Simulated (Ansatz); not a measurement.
Rock-salt LiBr was calculated with G0W0@HSE06 in Ansatz (hard PAW, contour deformation).

The cell has the measured lattice parameters. Conventional cell: a = 5.5010 Å, b = 5.5010 Å, c = 5.5010 Å, α = 90.00°, β = 90.00°, γ = 90.00°.

The quasiparticle gap at Γ at a fixed k mesh 2×2×2:

| response cutoff | value (eV) |
|---|---|
| 200 eV, 491 empty bands | 7.494 |
| 250 eV, 686 empty bands | 7.519 |
| 300 eV, 902 empty bands | 7.529 |
| 400 eV, 1389 empty bands | 7.539 |

Problem. Taking the value to converge with the response cutoff E as E^(−3/2), extrapolate from the last two rows.

Solution. With y = y∞ + c/w and weights w = 5196 and 8000 for the last two rows, y∞ = (w2 y2 − w1 y1)/(w2 − w1) = (8000 × 7.539 − 5196 × 7.529)/2804 = 7.558 eV, which lies 0.019 beyond the last row. Successive pairs of rows give 7.582, 7.561, 7.558. The limit also hangs on the law assumed, so its last digits aren't firm.

The other settings are not extrapolated, so this is the limit in one setting alone.

Spin–orbit coupling is not included.

Note: GW on a hybrid start was not checked against another program.

Ansatz is a quantum-chemistry and plane-wave program.
